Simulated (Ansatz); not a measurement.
Input file:

```yaml
crystal:
  periodic: [false, false, false]
  atoms:
    - { symbol: B, position_ang: [0.135475, 0.342858, 0.032262] }
    - { symbol: H, position_ang: [-0.124895, -0.297115, 1.276369] }
    - { symbol: "N", position_ang: [1.475357, -0.013992, -0.422922] }
    - { symbol: H, position_ang: [1.543034, -0.846261, -0.985544] }
    - { symbol: H, position_ang: [1.975428, 0.733188, -0.879926] }
    - { symbol: H, position_ang: [-0.876565, 0.068691, -0.572794] }
    - { symbol: "N", position_ang: [0.043753, 1.783258, 0.666839] }
    - { symbol: H, position_ang: [0.914493, 2.240244, 0.887584] }
    - { symbol: H, position_ang: [-0.658693, 2.420479, 0.330743] }
    - { symbol: H, position_ang: [-0.174289, 0.731349, 1.40469] }
basis:
  gaussian: { orbitals: def2-SVP }
hamiltonian:
  xc: { name: BHLYP }
  dispersion: d4
phonons: {}
```

Run as:

```bash
$ ansatz run input.yaml --threads 2 --pin off --max-ram 3072MiB --backend cpu --events-out ev --progress --plain --runs-dir out
```

Hardware: 2 threads of Arm Neoverse V1, on a shared host.

Q: Roughly how long does this run take, and how much memory?

A: 50 s, with a peak of 0.14 GiB, for 0 ionic steps.
